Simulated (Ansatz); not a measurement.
## H3Ge–GeH, triplet: reading a ladder of total energies

Geometry: a PBE0/def2-TZVP stationary point for this spin, not checked as a minimum.

```yaml
atoms:
  - { symbol: Ge, position_ang: [0.0000, -0.0229, 1.1903] }
  - { symbol: Ge, position_ang: [0.0000, 0.0409, -1.2321] }
  - { symbol: H, position_ang: [1.2555, -0.7421, 1.7164] }
  - { symbol: H, position_ang: [0.0000, 1.4326, 1.6767] }
  - { symbol: H, position_ang: [-1.2555, -0.7421, 1.7164] }
  - { symbol: H, position_ang: [0.0000, -1.2486, -2.0914] }
```

Basis cc-pVDZ; Ansatz 0.2.0. Only valence electrons are correlated (noble-gas cores and the filled d shells of p-block atoms frozen), which leaves 12 electrons in 46 orbitals. R marks a restricted (for open shells ROHF) determinant, U an unrestricted one. No spin–orbit coupling is included, and no scalar relativity.

Full CI isn't at hand for all of this; UCCSDT(Q) serves as the reference, and is uncertain by the last step of the cluster series or more.

UCCSD has a T1 diagnostic of 0.014 and a largest doubles amplitude of 0.03.

Runs differ by some tens of microhartree through their thresholds and, for an open shell, their frozen cores, so steps under 0.03 kcal/mol mean nothing.

Here the R and U totals at CCSDT(Q) differ by 0.23 kcal/mol, a measure of how far such totals hang on the determinant and its frozen core.

```csv
level,total energy (hartree)
UHF,-4152.946241
UMP2,-4153.108667
UCCSD,-4153.149512
UCCSD(T),-4153.154457
UCCSDT,-4153.155579
UCCSDT(Q),-4153.155771
```

What is the correlation energy at UCCSDT(Q), and what share of it do UMP2 and UCCSD(T) recover?

E(corr) = -4153.155771 − (-4152.946241) = -0.209530 hartree = -5.702 eV. UMP2: -0.162426 / -0.209530 = 77.52 %. UCCSD(T): -0.208216 / -0.209530 = 99.37 %.

By how many kcal/mol does UCCSD(T) miss UCCSDT(Q) (1 hartree = 627.509 kcal/mol), and which steps make up the rest?

-4153.154457 − (-4153.155771) = 0.001314 hartree = 0.82 kcal/mol. Steps: UCCSDT − UCCSD(T) = -0.70, UCCSDT(Q) − UCCSDT = -0.12 kcal/mol. Differences between like states or geometries often cancel part of this.
